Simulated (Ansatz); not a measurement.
**AlPN+ (quintet): wave-function methods side by side, def2-TZVPP**

One table from this session's results is given with a row withheld; the runs are named, their logs left out.

The runs use Ansatz 0.2.0, Gaussian basis; def2-TZVPP, core rule «outside noble gas», up to 11 orbitals frozen.

The runs, in order: UHF; ROHF; CCSD(T) on UHF.

### The system

The geometry is a PBE0/def2-TZVP stationary point (not a proven minimum) of the parent state, kept for this charge and spin.

3 atoms, charge 1, spin multiplicity 5.

Atoms are counted from 1 here; the program's logs count them from 0.

Bond lengths: N1–Al2 1.817 Å, Al2–P3 2.195 Å. Angles: N1–Al2–P3 180.0°.

Set-up of the first run:

The input, in.yaml:

```yaml
crystal:
  periodic: [false, false, false]
  atoms:
    - {symbol: N, position_ang: [0.000000, 0.000000, -1.943000]}
    - {symbol: Al, position_ang: [0.000000, 0.000000, -0.126200]}
    - {symbol: P, position_ang: [0.000000, 0.000000, 2.069200]}
basis:
  gaussian: {orbitals: def2-TZVPP}
total_charge: 1
magnetization: {spin_polarized: true, initial_magnetization: 4}
hamiltonian: {xc: hf}
output: {orbitals: {seedname: orbitals}}
```

Run with:

```console
> ansatz run in.yaml --threads 1 --pin off --events-out ev --progress --plain --max-ram 4096MiB --backend cpu
```

Steps of the session up to this table: UHF; ROHF; CCSD(T) on UHF.

One table of the session follows, with a row left open; its other results are not shown here.

It belongs to the step «Misses and costs». 

```
  method  from UCCSD(T) (meV)
    ROHF              +8793.6
     UHF              +8481.6
    UMP2                    ?
   UCCSD               +345.6
UCCSD(T)                    0
```

Estimate the missing values for UMP2.

As computed: from UCCSD(T) (meV): +1468.4. In the column «from UCCSD(T) (meV)» it lies between UCCSD (+345.6) and UHF (+8481.6).
